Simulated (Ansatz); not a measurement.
# C2H4O2S: the cost of one run

Program: Ansatz 0.2.0. Level of theory: the levels named in each step. These are calculated values, not measurements.

### Step 1. The structure to begin with

Bond lengths: O1–C2 1.200 Å, C2–O3 1.332 Å, C2–C4 1.508 Å, C4–S5 1.821 Å, O3–H6 0.971 Å, C4–H7 1.092 Å, C4–H8 1.091 Å, S5–H9 1.332 Å. Angles: O1–C2–O3 123.5°, O1–C2–C4 125.7°, O3–C2–C4 110.8°, C2–O3–H6 110.8°, C2–C4–S5 112.0°, C2–C4–H7 109.1°, C2–C4–H8 109.2°, S5–C4–H7 109.0°, S5–C4–H8 109.0°, H7–C4–H8 108.4°, C4–S5–H9 94.4°.

As a file:

```xyz
9

O     0.8455    1.3039    0.0188
C     0.9478    0.1125   -0.0856
O     2.1125   -0.5139   -0.2471
C    -0.1919   -0.8753   -0.0559
S    -1.8006   -0.0544    0.1759
H     2.8458    0.1224   -0.2672
H    -0.2079   -1.4313   -0.9950
H    -0.0324   -1.5825    0.7594
H    -1.2848    1.1725    0.2180
```

### Step 2. A rough first relaxation, PBE-D4/def2-SVP

This run stands in another session on the same molecule. It ended at:

```xyz
9

O     0.9049    1.3174   -0.2240
C     0.9793    0.1107   -0.1011
O     2.1532   -0.5594   -0.0392
C    -0.1999   -0.8473   -0.0583
S    -1.7282   -0.0713    0.5661
H     2.8564    0.1214   -0.1280
H    -0.3376   -1.2442   -1.0887
H     0.0440   -1.7136    0.5862
H    -1.4382    1.1402    0.0081
```

### Step 3. Relaxation, r2SCAN-D4/def2-TZVPP

input.yaml reads:

```yaml
crystal:
  periodic: [false, false, false]
  atoms:
    - { symbol: O, position_ang: [0.90485634, 1.31737066, -0.22395797] }
    - { symbol: C, position_ang: [0.97933243, 0.11068895, -0.10114518] }
    - { symbol: O, position_ang: [2.15316773, -0.55944853, -0.03915928] }
    - { symbol: C, position_ang: [-0.19990198, -0.84730485, -0.05825018] }
    - { symbol: S, position_ang: [-1.72817013, -0.07127603, 0.56611921] }
    - { symbol: H, position_ang: [2.85636923, 0.12135485, -0.12799288] }
    - { symbol: H, position_ang: [-0.33762559, -1.24415154, -1.08873047] }
    - { symbol: H, position_ang: [0.04404415, -1.71359179, 0.586248] }
    - { symbol: H, position_ang: [-1.43819219, 1.14018827, 0.00807876] }
basis:
  gaussian: { orbitals: def2-TZVPP }
hamiltonian:
  xc: r2scan
  dispersion: d4
relax:
  f_tol: 0.002
  max_steps: 150
```

The run is started by

```console
$ ansatz run input.yaml --threads 4 --pin off --max-ram 10240MiB --backend cpu --events-out ev --progress --plain --runs-dir out
```

Q: Estimate wall time and peak memory on 4 threads of Arm Neoverse V2, shared host.

About 44 s, with a peak of 0.52 GiB.
